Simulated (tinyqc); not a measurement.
Inside a calculation. Method: CIS on RHF in the sto-3g basis, frozen core, for H2O, spin multiplicity 1. One step of it, computed by the program tinyqc.

Task: CIS triplet states. Diagonalise A (1 hartree = 27.211386 eV); each vector has its largest component positive (the first on a tie).

CIS matrix A, triplet (hartree):
```
,2>6,2>7,3>6,3>7,4>6,4>7,5>6,5>7
2>6,1.247611,0.000000,0.000000,-0.099680,-0.059136,0.000000,0.000000,0.000000
2>7,0.000000,1.384170,-0.099680,0.000000,0.000000,0.015093,0.000000,0.000000
3>6,0.000000,-0.099680,0.646376,0.000000,0.000000,-0.047949,0.000000,0.000000
3>7,-0.099680,0.000000,0.000000,0.756794,-0.047949,0.000000,0.000000,0.000000
4>6,-0.059136,0.000000,0.000000,-0.047949,0.493410,0.000000,0.000000,0.000000
4>7,0.000000,0.015093,-0.047949,0.000000,0.000000,0.581615,0.000000,0.000000
5>6,0.000000,0.000000,0.000000,0.000000,0.000000,0.000000,0.397945,0.000000
5>7,0.000000,0.000000,0.000000,0.000000,0.000000,0.000000,0.000000,0.508311
```

Give: triplet excitation energies; lowest vectors.

Result:

triplet excitation energies (eV): 10.8286  12.9873  13.8319  15.0928  17.9474  20.4183  34.5634  38.0403

lowest vectors:
```
,state 1,state 2,state 3,state 4,state 5,state 6
2>6,0.0000,0.1010,0.0000,0.0000,0.0000,0.1669
2>7,0.0000,0.0000,0.0000,0.0444,0.1281,0.0000
3>6,0.0000,0.0000,0.0000,0.5003,0.8556,0.0000
3>7,0.0000,0.2031,0.0000,0.0000,0.0000,0.9616
4>6,0.0000,0.9739,0.0000,0.0000,0.0000,-0.2178
4>7,0.0000,0.0000,0.0000,0.8647,-0.5015,0.0000
5>6,1.0000,0.0000,0.0000,0.0000,0.0000,0.0000
5>7,0.0000,0.0000,1.0000,0.0000,0.0000,0.0000
```
